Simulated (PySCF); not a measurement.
## Aluminium: a sound run and one with changed settings

Sound run: Al [Ne] 3s2 3p1, Al+ [Ne] 3s2. All numbers are calculated (PySCF 2.14, the spin-free X2C one-electron Hamiltonian (Gaussian nucleus), in x2c-TZVPall (5s5p2d1f, 37 functions)). The sound run starts from symmetry-adapted Hartree-Fock orbitals and uses a fine grid where one is needed.

A second run was set up differently.

```json
{"species": "Al", "method": "UHF", "sound run (hartree)": "-242.31006", "changed run (hartree)": "-242.31006", "converged": "yes"}
{"species": "Al", "method": "M06-2X", "sound run (hartree)": "-242.78700", "changed run (hartree)": "-243.05310", "converged": "yes"}
{"species": "Al", "method": "M06-L", "sound run (hartree)": "-242.78040", "changed run (hartree)": "-244.54834", "converged": "yes"}
{"species": "Al+", "method": "UHF", "sound run (hartree)": "-242.10475", "changed run (hartree)": "-242.10475", "converged": "yes"}
{"species": "Al+", "method": "M06-2X", "sound run (hartree)": "-242.57605", "changed run (hartree)": "-242.85876", "converged": "yes"}
{"species": "Al+", "method": "M06-L", "sound run (hartree)": "-242.56705", "changed run (hartree)": "-244.31738", "converged": "yes"}
```

Ionisation energy of Al:

```csv
method,sound run (eV),changed run (eV)
UHF,5.587,5.587
M06-2X,5.740,5.288
M06-L,5.805,6.285
```

(1) What was changed?
A. all electrons correlated in a valence basis
B. radial grid too coarse
C. minimal basis
D. level shift left on

Results:

(1) B. It used radial step 1.2 in ln r (0.13 in the sound run). A coarse radial grid mis-integrates the density and the exchange-correlation energy, with errors of either sign; Hartree-Fock needs no grid.
